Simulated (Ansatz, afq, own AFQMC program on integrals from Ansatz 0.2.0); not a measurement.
## BH$_{3}$ + H, doublet: a scan with AFQMC

```yaml
atoms:
  - { symbol: B, position_ang: [-0.1512, 0.0000, 0.0000] }
  - { symbol: H, position_ang: [-0.7479, 1.0336, 0.0000] }
  - { symbol: H, position_ang: [-0.7479, -1.0336, 0.0000] }
  - { symbol: H, position_ang: [1.0423, 0.0000, 0.0000] }
  - { symbol: H, position_ang: [2.0748, 0.0000, 0.0000] }
```

A hydrogen atom is moved from one rigid fragment to the other; the B1–H4 distance tells how far. The two fragments are held close together, so this isn't a minimum-energy path and the start is a compressed complex. Energies in mEh count from this geometry (1.194 Å) at the same level; the start stands on UHF, each point on the determinant named.

Basis cc-pVTZ. Noble-gas cores (and the filled d shells of Ga–Kr and In–Xe) are frozen. Integrals, coupled cluster, full CI and functionals: Ansatz 0.2.0; the random walks run on the same integrals in our own AFQMC program. ph-AFQMC/CISD is guided by a CISD state made of CCSD amplitudes; releasing the constraint for a short imaginary time cuts its bias at the price of noise, slowly where states lie close. Uncertainties: one standard error, sampling alone.

| r(B1–H4) / Å | det. | T1 | weight | ⟨S²⟩ | CCSD(T) | ph-AFQMC/CISD | released AFQMC | CCSDT(Q) | B2PLYP | HF |
| --- | --- | --- | --- | --- | --- | --- | --- | --- | --- | --- |
| 1.276 | UHF | 0.012 | 0.93 | 0.77 | 0.5 | 0.5 ± 0.1 | 0.5 ± 0.1 | 0.5 | 0.3 | 2.5 |
| 1.317 | UHF | 0.012 | 0.93 | 0.77 | 1.4 | 1.5 ± 0.1 | 1.4 ± 0.1 | 1.4 | 1.2 | 4.2 |
| 1.358 | UHF | 0.012 | 0.93 | 0.77 | 2.5 | 2.7 ± 0.1 | 2.6 ± 0.1 | 2.5 | 2.3 | 5.9 |
| 1.399 | UHF | 0.012 | 0.93 | 0.77 | 3.9 | 3.9 ± 0.1 | 3.8 ± 0.1 | 3.8 | 3.7 | 7.5 |
| 1.481 | UHF | 0.012 | 0.93 | 0.77 | 7.9 | 7.9 ± 0.09 | – | 7.8 | 7.9 | 11.1 |

Weight is that of the determinant in the CISD state; at the start T1 is 0.011 and the weight 0.93, and ⟨S²⟩ is 0.76. A dash marks a missing value, a released energy that hasn't settled or a functional that sits on another state. Largest departures from CCSDT(Q), at the points where its series has closed: CCSD(T) 0.1 mEh at 1.399 (on UHF), ph-AFQMC/CISD 0.2 mEh at 1.358 (on UHF) (within the noise), released AFQMC 0.1 mEh at 1.358 (on UHF) (within the noise), B2PLYP -0.2 mEh at 1.317, HF 3.7 mEh at 1.399 (on UHF). Functionals count only at points shown to share the start's state and spin.

Some points may be missing: those where a free walk finds a much lower state, and past Zn most of those on another determinant than at the start.

CCSDT and higher add their correlation energy to the determinant of the CCSD(T) run, since their own runs factorise the integrals more tightly (a shift of under 2 meV). A walk keeps the symmetry of its determinant, which the program's search chose and which needn't be the lowest solution, so a lower state of the same spin and another symmetry isn't excluded. Released energies are given only where the last usable release times agree within the noise; a slower fall can still hide under it.
